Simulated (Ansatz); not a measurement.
HO3, doublet: energies of several shapes or isomers

Calculated in Ansatz's Gaussian-basis code; BCCD by scripts on PySCF. Nonrelativistic, cc-pVTZ, 3 core orbitals frozen. Single-reference values can break down or jump between states where bonds are stretched.

Case A:

```xyz
4

H     0.0000    0.2156   -1.3780
O     0.0000   -0.4609   -0.6791
O     0.0000    0.4506    0.5074
O     0.0000   -0.2053    1.5496
```

Case B:

```xyz
4

H     0.0000    0.5851   -0.9418
O     0.0000   -0.3904   -0.9273
O     0.0000   -0.6299    0.6083
O     0.0000    0.4352    1.2608
```

Case C:

```xyz
4

H     0.0000    0.2004   -1.3978
O     0.0000   -0.4761   -0.6989
O     0.0000    0.4658    0.5272
O     0.0000   -0.1901    1.5694
```

Case D:

```xyz
4

H     0.0000    0.5813   -0.9171
O     0.0000   -0.3942   -0.9026
O     0.0000   -0.6261    0.5836
O     0.0000    0.4390    1.2361
```

Energy less that of case A, in eV:

```csv
case,RCCSD,RCCSD(T),RBCCD(T),UBCCD(T)
B,+0.009,-0.055,-0.056,-0.056
C,+0.016,-0.030,-0.031,-0.030
D,-0.036,-0.057,-0.057,-0.057
```

Problem. Give the UCCSD(T) energies against case A.

Solution. B: -0.024 eV; C: +0.001 eV; D: -0.057 eV.

Problem. Which case is lowest, and do the methods agree?

Solution. D is lowest in UCCSD(T). Of the methods shown, RCCSD agrees.
